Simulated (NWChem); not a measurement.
System: ethanol (C$_{2}$H$_{6}$O); SMILES CCO

The following NWChem deck was run.

```
start job
memory heap 200 mb stack 900 mb global 1100 mb
geometry units angstroms noautoz
  C      0.248698    -1.203641     0.033018
  C     -0.541542     0.090016    -0.018908
  O      0.265684     1.233055     0.084748
  H     -0.416728    -2.080766     0.008403
  H      0.852809    -1.250118     0.951796
  H      0.934462    -1.285843    -0.827244
  H     -1.165352     0.112434    -0.936439
  H     -1.242518     0.134033     0.830254
  H      0.876841     1.231942    -0.659191
end
basis spherical
  * library 6-31g*
end
dft
  xc b3lyp
  iterations 150
  mulliken
end
task dft energy
```

All runs use the structure optimised with PBE0/def2-SVP. B3LYP is NWChem's, with the RPA form of VWN correlation.

Q: What results follow from this input? (B3LYP/6-31G* (spherical d).) Quantities: energy (Ha); highest occupied level (eV); orbital gap (eV); dipole (D).

A: 
| Item | Result |
|---|---|
| energy (Ha) | -155.03 |
| highest occupied level (eV) | -7.16 |
| orbital gap (eV) | 9.28 |
| dipole (D) | 1.62 |
